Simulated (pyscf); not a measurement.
F–C(F)(F)–F (SMILES FC(F)(F)F) + Cl• (SMILES [Cl]) → F–Cl (SMILES FCl) + F–C•(F)–F (SMILES F[C](F)F) (atom transfer; doublet surface; C–F broken, Cl–F formed). Single points on ωB97X-D3(BJ)/def2-SVP structures (PySCF, gas phase). Energies in eV from the separated reactants.

```
level                   barrier  reaction energy
----------------------  -------  ---------------
r²SCAN/def2-TZVP            ___              ___
B3LYP-D3(BJ)/def2-TZVP      ___            +2.85
PBE0-D3(BJ)/def2-TZVP      3.03            +2.95
M06-2X/def2-TZVP           3.31            +3.09
ωB97M-D3(BJ)/def2-TZVP     3.25            +3.03
HF/def2-TZVP               4.20            +3.61
```

**Question.** Complete the blanks.

**Answer.** 
- r²SCAN/def2-TZVP, barrier: 2.77
- r²SCAN/def2-TZVP, reaction energy: +2.89
- B3LYP-D3(BJ)/def2-TZVP, barrier: 2.86

At r²SCAN this geometry lies under the product side: in single points on another level's saddle the reverse barrier vanishes, and the forward threshold there is about the reaction energy. One saddle was located; it need not be the lowest between these sides. The angle at the transferred F is 179°. Left out: the spin-orbit lowering of Cl.
